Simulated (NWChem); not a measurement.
# One shape, several levels: C2H6N (SMILES [CH2]CN)

We compute a comparison of 4 runs (UHF/STO-3G, UHF/3-21G, UB3LYP/6-31G*) of C2H6N. 

Program for the calculation: NWChem 7.3.0.

### Step 1. Starting point

C2H6N has 9 atoms, charge 0, and is taken as a doublet. As SMILES, `[CH2]CN`. Geometry: relaxed at GFN2-xTB. This is one conformer, not always the lowest.

Bond lengths: C1–C2 1.470 Å, C2–N3 1.450 Å, C1–H4 1.071 Å, C1–H5 1.071 Å, C2–H6 1.115 Å, C2–H7 1.103 Å, N3–H8 1.013 Å, N3–H9 1.014 Å. Some angles: C1–C2–N3 112.3°, C1–C2–H6 109.0°, C1–C2–H7 110.2°, N3–C2–H6 112.8°, N3–C2–H7 107.3°, C2–C1–H4 119.8°, C2–C1–H5 120.5°, C2–N3–H8 110.9°, C2–N3–H9 110.6°, H6–C2–H7 105.0°.

### Step 2. Energy and forces at UHF/STO-3G (run 1)

run.py

```python
from ase import Atoms
from ase.calculators.nwchem import NWChem

molecule = Atoms(['C', 'C', 'N', 'H', 'H', 'H', 'H', 'H', 'H'], positions=[
    [-0.885650, 0.477580, -0.756320],
    [0.400520, -0.026820, -0.253930],
    [0.263130, -0.719740, 1.012570],
    [-0.931840, 0.958580, -1.712460],
    [-1.781620, 0.344610, -0.185660],
    [1.127210, 0.817220, -0.207220],
    [0.837500, -0.740650, -0.972530],
    [1.169750, -0.982500, 1.381540],
    [-0.198990, -0.128280, 1.694020],
])

calc = NWChem(
    label='mol',
    theory='scf',
    memory='2200 mb',
    basis='STO-3G',
    basispar='spherical bse',
    scf={'nopen': '1', 'uhf': None, 'thresh': '1e-08', 'maxiter': '80'},
)
molecule.calc = calc

forces = molecule.get_forces()
print("Total energy (eV):", round(molecule.get_potential_energy(), 6))
print("forces (eV/A):")
for s, f in zip(molecule.symbols, forces):
    print(f"{s:2s} {f[0]:10.5f} {f[1]:10.5f} {f[2]:10.5f}")
```

Launch:

```sh
export ASE_NWCHEM_COMMAND="nwchem PREFIX.nwi > PREFIX.nwo"
python run.py
```

Output:

```text
Total energy (eV): -3590.961284
forces (eV/A):
C    -1.35132    0.47581   -0.46480
C     2.71380    0.24965   -0.72521
N    -0.93784   -1.27979    0.30282
H    -0.10500    0.20039   -0.36098
H    -0.43004   -0.03024    0.15442
H    -0.35867   -0.41837    0.02391
H    -0.15252    0.22302    0.16260
H     0.75189   -0.00221    0.32057
H    -0.13035    0.58179    0.58662
```

The calculator wrote mol.nwi:

```
title "mol"

permanent_dir mol

scratch_dir mol

start mol

geometry units angstrom nocenter noautosym noautoz
  C  -8.8565000000000005e-01 4.7758000000000000e-01 -7.5631999999999999e-01
  C  4.0051999999999999e-01 -2.6820000000000000e-02 -2.5392999999999999e-01
  N  2.6312999999999998e-01 -7.1974000000000005e-01 1.0125700000000000e+00
  H  -9.3184000000000000e-01 9.5857999999999999e-01 -1.7124600000000001e+00
  H  -1.7816200000000000e+00 3.4461000000000003e-01 -1.8565999999999999e-01
  H  1.1272100000000000e+00 8.1721999999999995e-01 -2.0721999999999999e-01
  H  8.3750000000000002e-01 -7.4065000000000003e-01 -9.7253000000000001e-01
  H  1.1697500000000001e+00 -9.8250000000000004e-01 1.3815400000000000e+00
  H  -1.9899000000000000e-01 -1.2828000000000001e-01 1.6940200000000001e+00
end

memory 2200 mb

basis spherical bse noprint
   * library STO-3G
end

scf
  nopen 1
  uhf
  thresh 1e-08
  maxiter 80
end

task scf gradient
```

mol.nwo:

```text
Northwest Computational Chemistry Package (NWChem) 7.3.0
             --------------------------------------------------------

           Job information
           ---------------

    nwchem branch   = 7.3.0
    use scalapack   = T
    input           = mol.nwi
    prefix          = mol.
    data base       = mol/mol.db
    status          = startup
    nproc           =        1

           Memory information
           ------------------

    heap     =     72089600 doubles =      550.0 Mbytes
    stack    =     72089597 doubles =      550.0 Mbytes
    global   =    144179200 doubles =     1100.0 Mbytes (distinct from heap & stack)
    total    =    288358397 doubles =     2200.0 Mbytes
    verify   = yes
    hardfail = no

[... 37 lines left out ...]
            Nuclear Dipole moment (a.u.)
[... 86 lines left out ...]
 1-e energy   =    -330.419039
[... 7 lines left out ...]
         Quadratically convergent UHF
[... 14 lines left out ...]
       Final UHF  results
[... 3 lines left out ...]
      One electron energy =   -330.707300785097
[... 1 line left out ...]
 Nuclear repulsion energy =     76.742635794626
[... 33 lines left out ...]
          Final beta eigenvalues
[... 176 lines left out ...]
                     UHF Final Beta Molecular Orbital Analysis
[... 224 lines left out ...]
                         UHF ENERGY GRADIENTS

    atom               coordinates                        gradient
                 x          y          z           x          y          z
   1 C      -1.673636   0.902495  -1.429238    0.026279  -0.009253   0.009039
   2 C       0.756873  -0.050682  -0.479858   -0.052775  -0.004855   0.014103
   3 N       0.497244  -1.360111   1.913480    0.018238   0.024888  -0.005889
[... 5 lines of this table left out ...]
   9 H      -0.376037  -0.242414   3.201234    0.002535  -0.011314  -0.011408

                 ----------------------------------------
                 |  Time  |  1-e(secs)   |  2-e(secs)   |
                 ----------------------------------------
                 |  CPU   |       0.00   |       0.13   |
                 ----------------------------------------
                 |  WALL  |       0.00   |       0.13   |
                 ----------------------------------------

 Task  times  cpu:        2.1s     wall:        2.1s
 Total times  cpu:        2.1s     wall:        2.1s
```

Run time: 4.2 s. Hardware: 1 thread of Intel Xeon Platinum 8259CL at 2.50GHz (Skylake/Cascade Lake), shared host; peak memory 0.098 GiB.

### Step 3. Energy and gradient at UHF/3-21G (run 2)

c2h6n.nw

```
start c2h6n
title "C2H6N"
memory stack 880 mb heap 220 mb global 1100 mb

geometry units angstroms noautosym nocenter noautoz
C       -0.885650       0.477580      -0.756320
C        0.400520      -0.026820      -0.253930
N        0.263130      -0.719740       1.012570
H       -0.931840       0.958580      -1.712460
H       -1.781620       0.344610      -0.185660
H        1.127210       0.817220      -0.207220
H        0.837500      -0.740650      -0.972530
H        1.169750      -0.982500       1.381540
H       -0.198990      -0.128280       1.694020
end

basis spherical bse
* library 3-21G
end

scf
nopen 1
uhf
thresh 1e-08
maxiter 80
print medium
end

task scf gradient
```

Launch:

```sh
nwchem c2h6n.nw > c2h6n.out
```

Output:

```text
[...]
  functions       =    39
[...]
  wavefunction    = UHF
[...]
         Total SCF energy =   -132.868580943019
      One electron energy =   -330.832530247809
      Two electron energy =    121.221313510165
 Nuclear repulsion energy =     76.742635794626
                       Sz =      0.5000
                 Sz(Sz+1) =      0.7500
                      S^2 =      0.7635
[...]
                         UHF ENERGY GRADIENTS
    atom               coordinates                        gradient
                 x          y          z           x          y          z
   1 C      -1.673636   0.902495  -1.429238    0.014472  -0.005004   0.005077
   2 C       0.756873  -0.050682  -0.479858   -0.031943  -0.002061   0.018038
   3 N       0.497244  -1.360111   1.913480   -0.003357  -0.002310  -0.023048
   4 H      -1.760922   1.811454  -3.236080    0.001323  -0.001111   0.000669
   5 H      -3.366774   0.651218  -0.350847    0.001739   0.000984   0.000481
   6 H       2.130118   1.544322  -0.391589    0.007181   0.007572   0.000926
   7 H       1.582646  -1.399626  -1.837815    0.004601  -0.006737  -0.005103
   8 H       2.210507  -1.856656   2.610732    0.006635   0.003382   0.001400
   9 H      -0.376037  -0.242414   3.201234   -0.000650   0.005285   0.001560
[...]
```

Wall time 3.6 s (1 thread of Intel Xeon Platinum 8259CL at 2.50GHz (Skylake/Cascade Lake), shared host); peak memory 0.099 GiB.

Run 3 isn't shown in full; the table further down has it.

### Step 4. Energy and gradient at UB3LYP/6-31G(d) (Cartesian functions) (run 4)

a.nw

```
start a
title "C2H6N"
memory stack 880 mb heap 220 mb global 1100 mb
geometry units angstroms noautosym nocenter noautoz
C       -0.885650       0.477580      -0.756320
C        0.400520      -0.026820      -0.253930
N        0.263130      -0.719740       1.012570
H       -0.931840       0.958580      -1.712460
H       -1.781620       0.344610      -0.185660
H        1.127210       0.817220      -0.207220
H        0.837500      -0.740650      -0.972530
H        1.169750      -0.982500       1.381540
H       -0.198990      -0.128280       1.694020
end
basis cartesian
* library 6-31G*
end
dft
xc b3lyp
mult 2
grid xfine
convergence energy 1e-08
maxiter 100
mulliken
noprint "final vectors analysis"
end
task dft gradient
```

Launch:

```sh
nwchem a.nw > a.out
```

Output:

```text
[...]
          Wavefunction type:  spin polarized.
          No. of atoms     :     9
          No. of electrons :    25
[...]
          Charge           :     0
          Spin multiplicity:     2
[...]
          AO basis - number of functions:    57
[...]
              XC Information
              --------------
                         B3LYP Method XC Potential
                     Hartree-Fock (Exact) Exchange  0.200
                        Slater Exchange Functional  0.800 local
                    Becke 1988 Exchange Functional  0.720 non-local
              Lee-Yang-Parr Correlation Functional  0.810
                  VWN I RPA Correlation Functional  0.190 local
[...]
 d= 0,ls=0.0,diis     1   -134.4484109645 -2.11D+02  5.56D-03  1.06D-01     6.8
[...]
 d= 0,ls=0.0,diis    10   -134.4946254356 -5.01D-09  6.67D-07  1.07D-09    59.3
[...]
         Total DFT energy =     -134.494625435611
      One electron energy =     -332.235020724297
           Coulomb energy =      141.010390353067
    Exchange-Corr. energy =      -20.012630859008
 Nuclear repulsion energy =       76.742635794626
[...]
      <S2> =      0.7538 (Exact =     0.7500)
[...]
  wavefunction    = open shell
                         DFT ENERGY GRADIENTS
    atom               coordinates                        gradient
                 x          y          z           x          y          z
   1 C      -1.673636   0.902495  -1.429238   -0.000747   0.000032   0.000240
   2 C       0.756873  -0.050682  -0.479858   -0.011824  -0.001288  -0.000118
   3 N       0.497244  -1.360111   1.913480    0.005988   0.008818  -0.002873
   4 H      -1.760922   1.811454  -3.236080    0.001933  -0.005238   0.008107
   5 H      -3.366774   0.651218  -0.350847    0.009577   0.001622  -0.003913
   6 H       2.130118   1.544322  -0.391589   -0.000446  -0.000009   0.002661
   7 H       1.582646  -1.399626  -1.837815   -0.001069  -0.000378   0.001405
   8 H       2.210507  -1.856656   2.610732   -0.001852  -0.000656  -0.002337
   9 H      -0.376037  -0.242414   3.201234   -0.001559  -0.002903  -0.003172
[...]
```

It took 69 s on 1 thread of Intel Xeon Platinum 8259CL at 2.50GHz (Skylake/Cascade Lake), shared host; peak memory 0.14 GiB.

### Step 5. The series

| run | level | iteration cap | module | energy (Eh) | dipole moment (D) | ⟨S²⟩ | largest force (eV/Å) | wall time |
| --- | --- | --- | --- | --- | --- | --- | --- | --- |
| 1 | UHF/STO-3G | 80 | scf | -131.965394 | 1.40 | 0.765 | 2.820 | 4.2 s |
| 2 | UHF/3-21G | 80 | scf | -132.868581 | 1.61 | 0.763 | 1.889 | 3.6 s |
| 3 | UB3LYP/6-31G* (spherical functions) | 100 | dft | -134.492034 | – | 0.754 | 0.617 | 61 s |
| 4 | UB3LYP/6-31G* (Cartesian functions) | 100 | dft | -134.494625 | 1.39 | 0.754 | 0.612 | 69 s |

### Step 6. Outcome

| quantity | value |
| --- | --- |
| run 4: total energy | -134.49463 Eh |
| run 4: dipole moment | 1.39 D |
| run 4: ⟨S²⟩ | 0.754 |
| run 4: largest force on an atom | 0.612 eV/Å |

What this shows: Over runs 1, 2, 4 the dipole moment (its size) runs from 1.39 D (UB3LYP/6-31G*) to 1.61 D (UHF/3-21G). The two ends differ in method and basis. In run 1 the basis is minimal, so the values are rough. All runs together took 2.3 min, the longest 69 s.
